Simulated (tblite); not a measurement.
Run record: tight-binding relaxation, `[O]COC=O` [radical].

Computed with GFN2-xTB geometry optimisation, gas phase (tblite 0.8.0). Start geometry: from a force field or distance geometry. The command runs a driver script over a list of jobs; the input below is this job's line of settings and its coordinates in Å.

Command:
```bash
OMP_NUM_THREADS=1 python probes_run.py task.json out
```

Input:
```
{"job": {"kind": "relax", "xc": "GFN2-xTB", "basis": "xTB"}, "charge": 0, "multiplicity": 2}
O     -1.981300    -0.945300    -0.367000
C     -1.066200    -0.021600    -0.170400
O      0.191500    -0.761200    -0.027600
C      1.300700    -0.027100     0.179800
O      1.429900     1.174800     0.304900
H     -1.137300     0.595700     0.742000
H     -0.881200     0.725200    -0.951700
H      2.153000    -0.731000     0.265600
```

Output:
```
step      E/eV     max force
  0    -487.01222    3.176
  1    -487.20093    1.451
  2    -487.23378    1.494
  3    -487.26405    0.510
  4    -487.28159    0.298
  5    -487.28771    0.243
  6    -487.28951    0.179
  7    -487.29144    0.159
  8    -487.29328    0.161
  9    -487.29437    0.102
 10    -487.29491    0.076
 11    -487.29545    0.109
 12    -487.29637    0.151
 13    -487.29763    0.171
 14    -487.29863    0.129
 15    -487.29903    0.057
 16    -487.29910    0.024
 17    -487.29912    0.014
 18    -487.29913    0.007
```

«max force» is the largest atomic force in eV/Å.

From which step on does the largest force stay under 0.1 eV/Å, and how much energy is left to gain from there?

From step 15 (0.057 eV/Å), 0.1 meV above the end.

In short: energy lowered by 6.6 kcal/mol over 18 steps; largest atomic force 0.007 eV/Å at the end.

Where do the atoms end?

0.071 Å rms from the input after alignment:
```
atom  x, y, z in Å
O1    -2.0328   -0.8219   -0.3687
C2    -1.0241   -0.0879   -0.1636
O3     0.2337   -0.7800   -0.0276
C4     1.3121   -0.0400    0.1903
O5     1.3351    1.1510    0.2850
H6    -1.1294    0.5790    0.7424
H7    -0.8769    0.7061   -0.9539
H8     2.1914   -0.6968    0.2715
```

Hardware: Arm Neoverse N1, one thread, no GPU (shared host). Cost: under 0.1 s of wall time.
Labels such as C1 count atoms from 1, the log's own numbers from 0.
